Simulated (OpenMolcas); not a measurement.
# One shape, several levels: CH2BF (SMILES B[C]F)

Aim: a comparison of 6 runs (UHF/3-21G, UHF/def2-SVP, UHF/6-31+G*, UBP86/6-31G, UB3LYP/6-31G*, ROMP2/ANO-R1) of CH2BF. 

The results are computed with OpenMolcas 26.06.

5 further runs of the same task are left out: 5 set aside as unsound or not needed.

## Step 1: Starting point

CH2BF: 5 atoms, total charge 0, spin state triplet. As SMILES, `B[C]F`. The coordinates come from a GFN2-xTB relaxation.

Bond lengths: B1–C2 1.475 Å, C2–F3 1.312 Å, B1–H4 1.167 Å, B1–H5 1.176 Å. Angles: B1–C2–F3 134.8°, C2–B1–H4 120.2°, C2–B1–H5 118.7°, H4–B1–H5 121.1°.

## Step 2: Energy and forces at UHF/3-21G (run 1)

The input, run.inp:

```
* CH2BF Hartree-Fock
>>> EXPORT MOLCAS_PRINT=2

&GATEWAY
  BasLib
  $CurrDir
  BasisSet
  B.3-21G....
  B1 -0.505570 -0.250120 -0.120900 angstrom
  End of Basis
  BasisSet
  C.3-21G....
  C2 0.899880 0.179790 -0.245440 angstrom
  End of Basis
  BasisSet
  F.3-21G....
  F3 1.716060 0.896670 0.490070 angstrom
  End of Basis
  BasisSet
  H.3-21G....
  H4 -0.994750 -0.904870 -0.953460 angstrom
  H5 -1.115610 0.078530 0.829720 angstrom
  End of Basis

&SEWARD

&SCF
  UHF
  Spin
  3
  Thresholds
  1e-10 1e-07 1e-07 1e-05
  PrOrbitals
  1

&ALASKA
```

The basis set 3-21G is read from a file made from the Basis Set Exchange's data (not shown).

Run with:

```sh
export MOLCAS_MEM=1860
pymolcas run.inp > run.log
```

The log of the run:

```text
--- Start Module: gateway ---
[...]
--- Stop Module: gateway /rc=_RC_ALL_IS_WELL_ ---
[...]
      Basis functions           31
[...]
--- Start Module: scf ---
[...]
       Convergence after  18 Iterations
[...]
::    Total SCF energy                               -162.1512674170
[...]
      Total spin, S                                     1.0027973638
[...]
      Total electronic charge=   22.000000
      Total            charge=   -0.000000
[...]
      Dipole Moment (debye):
      Origin of the operator (angstrom)=    0.8111    0.3545    0.1115
                   X= -6.2765E-01               Y= -4.5083E-01               Z= -3.9334E-01           Total=  8.6713E-01
      Quadrupole Moment (debye*angstrom):
[...]
--- Stop Module: scf /rc=_RC_ALL_IS_WELL_ ---
--- Start Module: alaska ---
[...]
 *              Molecular gradients               *
 **************************************************
  Irreducible representation: a
 ------------------------------------------------------------------------------------------
                              X                       Y                       Z
 ------------------------------------------------------------------------------------------
  B1                1.82623248590401E-02   -5.52341821245861E-04   -1.25227932905173E-02
  C2               -1.63920688881807E-02    8.99902353983784E-03    2.58975605402503E-02
  F3               -8.36201017971039E-03   -1.21392383745018E-02   -1.59108002172701E-02
  H4                1.55221637370717E-03    4.50364589076280E-03    6.89320802314186E-03
  H5                4.93953783515422E-03   -8.11089234844742E-04   -4.35717505558975E-03
 ------------------------------------------------------------------------------------------
--- Stop Module: alaska /rc=_RC_ALL_IS_WELL_ ---
[...]
```

It took 2 s on 1 thread of Arm Neoverse V2, shared host; peak memory 0.37 GiB.

## Step 3: Energy and gradient at UHF/def2-SVP (run 2)

The input, coord.xyz:

```xyz
5

B     -0.505570    -0.250120    -0.120900
C      0.899880     0.179790    -0.245440
F      1.716060     0.896670     0.490070
H     -0.994750    -0.904870    -0.953460
H     -1.115610     0.078530     0.829720
```

The input, run.inp:

```
&GATEWAY
 BasLib=$CurrDir
 Coord=coord.xyz
 Basis=def2-SVP
 Group=NoSym

&SEWARD

&SCF
 UHF
 Spin=3
 Thresholds=1e-10 1e-07 1e-07 1e-05
 PrOrbitals=1 1

&ALASKA
```

The basis set def2-SVP is read from a file made from the Basis Set Exchange's data (not shown).

Run with:

```sh
export MOLCAS_MEM=1860
pymolcas run.inp > run.log
```

The log of the run:

```text
--- Start Module: gateway ---
[...]
--- Stop Module: gateway /rc=_RC_ALL_IS_WELL_ ---
[...]
      Basis functions           52
[...]
--- Start Module: scf ---
[...]
       Convergence after  19 Iterations
[...]
::    Total SCF energy                               -162.9128631205
[...]
      Total spin, S                                     1.0036340904
[...]
      Total electronic charge=   22.000000
      Total            charge=   -0.000000
[...]
      Dipole Moment (debye):
      Origin of the operator (angstrom)=    0.8111    0.3545    0.1115
                   X= -5.3916E-01               Y= -3.9273E-01               Z= -3.4759E-01           Total=  7.5217E-01
      Quadrupole Moment (debye*angstrom):
[...]
--- Stop Module: scf /rc=_RC_ALL_IS_WELL_ ---
[...]
--- Start Module: alaska ---
[...]
 *              Molecular gradients               *
 **************************************************
  Irreducible representation: a
 ------------------------------------------------------------------------------------------
                              X                       Y                       Z
 ------------------------------------------------------------------------------------------
  B1                1.74729722223521E-02   -1.11550638767222E-03   -1.29910178872286E-02
  C2               -4.85969430635992E-02   -1.58707256397115E-02    2.77937408553175E-03
  F3                1.97749189863714E-02    1.17131584702150E-02    7.95683825505122E-03
  H4                4.09022454302810E-03    8.21521378136647E-03    1.17595462330518E-02
  H5                7.25882731186989E-03   -2.94214022418859E-03   -9.50474068643459E-03
 ------------------------------------------------------------------------------------------
--- Stop Module: alaska /rc=_RC_ALL_IS_WELL_ ---
[...]
```

It took 2.8 s on 1 thread of Arm Neoverse V2, shared host; peak memory 0.38 GiB.

Runs 3 to 4 aren't shown in full; the table further down has their settings and results.

## Step 4: Energy and forces at UB3LYP/6-31G(d) (Cartesian functions) (run 5)

The input, calc.inp:

```
* CH2BF Kohn-Sham DFT
>>> EXPORT MOLCAS_PRINT=2

&GATEWAY
  BasLib=$CurrDir
  Coord
  5
  angstrom
  B       -0.505570      -0.250120      -0.120900
  C        0.899880       0.179790      -0.245440
  F        1.716060       0.896670       0.490070
  H       -0.994750      -0.904870      -0.953460
  H       -1.115610       0.078530       0.829720
  Basis=6-31Gs
  Group=NoSym

&SEWARD
  GridInput
  Grid=UltraFine
  End of Grid

&SCF
  UHF
  Spin=3
  KSDFT=B3LYP
  Thresholds=1e-10 1e-07 1e-07 1e-05
  PrOrbitals=1 2

&ALASKA
```

The basis set 6-31G* is read from a file made from the Basis Set Exchange's data (not shown).

Run with:

```sh
export MOLCAS_MEM=1860
pymolcas calc.inp > calc.log
```

The log of the run:

```text
--- Start Module: gateway ---
[...]
--- Stop Module: gateway /rc=_RC_ALL_IS_WELL_ ---
[...]
      Basis functions           49
[...]
--- Start Module: scf ---
[...]
       Convergence after  18 Iterations
[...]
::    Total KS-DFT energy                            -163.8560253006
[...]
      Total spin, S                                     1.0011944585
[...]
      Total electronic charge=   22.000000
      Total            charge=   -0.000000
[...]
      Dipole Moment (debye):
      Origin of the operator (angstrom)=    0.8111    0.3545    0.1115
                   X=  1.9731E-01               Y=  9.3443E-02               Z=  3.9108E-02           Total=  2.2179E-01
      Quadrupole Moment (debye*angstrom):
[...]
--- Stop Module: scf /rc=_RC_ALL_IS_WELL_ ---
[...]
--- Start Module: alaska ---
[...]
 *              Molecular gradients               *
 **************************************************
  Irreducible representation: a
 ------------------------------------------------------------------------------------------
                              X                       Y                       Z
 ------------------------------------------------------------------------------------------
  B1                1.00800209490801E-02   -1.38453490366874E-03   -8.84162063397120E-03
  C2               -2.82479468522865E-02   -5.84196868001552E-03    7.53578250731035E-03
  F3                8.87711832902127E-03    3.44057572051160E-03    3.84283313131561E-04
  H4                3.19856081194869E-03    6.78942055994947E-03    9.82447734005665E-03
  H5                6.09224676223485E-03   -3.00349269677913E-03   -8.90292252654601E-03
 ------------------------------------------------------------------------------------------
--- Stop Module: alaska /rc=_RC_ALL_IS_WELL_ ---
[...]
```

It took 16 s on 1 thread of Arm Neoverse V2, shared host; peak memory 0.38 GiB.

## Step 5: A single-point energy at ROMP2/ANO-R1 (DKH2, RICD fitting) (run 6)

The input, run.input:

```
* CH2BF ROMP2
>>> EXPORT MOLCAS_PRINT=2

&GATEWAY
  BasisSet
  B.ANO-R1....
  B1 -0.505570 -0.250120 -0.120900 angstrom
  End of Basis
  BasisSet
  C.ANO-R1....
  C2 0.899880 0.179790 -0.245440 angstrom
  End of Basis
  BasisSet
  F.ANO-R1....
  F3 1.716060 0.896670 0.490070 angstrom
  End of Basis
  BasisSet
  H.ANO-R1....
  H4 -0.994750 -0.904870 -0.953460 angstrom
  H5 -1.115610 0.078530 0.829720 angstrom
  End of Basis
  RICD
  aCD
  Finite

&SEWARD
  Relativistic=R02O02
  Expert

&SCF
  UHF
  Spin=3
  Iterations=100
  Core
  PrOrbitals=0

&RASSCF
  FileOrb=$Project.UnaOrb
  Spin=3
  Nactel=2 0 0
  Inactive=10
  Ras2=2
  OutOrbitals=Canonical
  OrbListing=Few

&CASPT2
  IPEA=0.0
  Frozen=3
```

Run with:

```sh
export MOLCAS_MEM=1860
pymolcas run.input > run.log
```

The log of the run:

```text
--- Start Module: gateway ---
[...]
--- Stop Module: gateway /rc=_RC_ALL_IS_WELL_ ---
[...]
 ###    WARNING:  EXPERT option is ON!                                       ###
 ###############################################################################
               SEWARD will generate:
[...]
      Basis functions           52
[...]
       Convergence after  16 Iterations
[...]
::    Total SCF energy                               -163.2064364224
[...]
      Total spin, S                                     1.0037844952
[...]
--- Start Module: rasscf ---
[...]
      Number of active orbitals                  2
[...]
      Spin quantum number                      1.0
[...]
      Active orbitals                            2
[...]
      Number of CSFs                             1
[...]
      Number of root(s) required                 1
[...]
      Convergence after  8 iterations
[...]
      printout of CI-coefficients larger than  0.05 for root  1
      energy=    -163.201804
      conf/sym  11     Coeff  Weight
             1  uu   1.00000 1.00000
      Natural orbitals and occupation numbers for root  1
      sym 1:   1.000000   1.000000
      ************************************************************************************************************************
      *                                                    Final results                                                     *
[...]
::    RASSCF root number  1 Total energy:   -163.20180442
[...]
      Total electronic charge=   22.000000
      Total            charge=   -0.000000
[...]
      Dipole Moment (debye):
      Origin of the operator (angstrom)=    0.8111    0.3545    0.1115
                   X= -4.4902E-01               Y= -3.5736E-01               Z= -3.4193E-01           Total=  6.6801E-01
      Quadrupole Moment (debye*angstrom):
[...]
--- Stop Module: rasscf /rc=_RC_ALL_IS_WELL_ ---
[...]
--- Start Module: caspt2 ---
[...]
 ###    WARNING: User changed nr of frozen orbitals.                         ###
 ###############################################################################
[...]
      E2 (Variational):          -0.3785466822
      Total energy:            -163.5803511034
[...]
      Reference weight:           0.89520
[...]
::    CASPT2 Root  1     Total energy:   -163.58035110
[...]
--- Stop Module: caspt2 /rc=_RC_ALL_IS_WELL_ ---
[...]
```

Run time: 4.8 s. Hardware: 1 thread of Arm Neoverse V2, shared host; peak memory 0.21 GiB.

## Step 6: All runs side by side

```tsv
run	level	integration grid	Cartesian functions	energy (Eh)	dipole moment (D)	HOMO energy (eV)	LUMO energy (eV)	wall time
1	UHF/3-21G	–	no	-162.151267	0.87	-11.16	0.81	2 s
2	UHF/def2-SVP	–	no	-162.912863	0.75	-11.41	0.78	2.8 s
3	UHF/6-31+G* (spherical functions)	–	no	-163.048522	0.81	-11.41	0.41	3.9 s
4	UBP86/6-31G	UltraFine	no	-163.807480	0.14	-5.69	-4.69	11 s
5	UB3LYP/6-31G* (Cartesian functions)	UltraFine	yes	-163.856025	0.22	-6.82	-3.58	16 s
6	ROMP2/ANO-R1 (DKH2, RICD fitting)	–	no	-163.580351	–	–	–	4.8 s
```

## Step 7: Results

| quantity | value |
| --- | --- |
| run 6: total energy | -163.58035 Eh |

**Reading.** Over runs 1, 2, 3, 4, 5 the dipole moment (its size) runs from 0.14 D (UBP86/6-31G) to 0.87 D (UHF/3-21G). The two ends differ in method and basis. The two dipoles point in opposite directions. Totals of different functionals can't be ranked against each other. All runs together took 41 s, the longest 16 s.
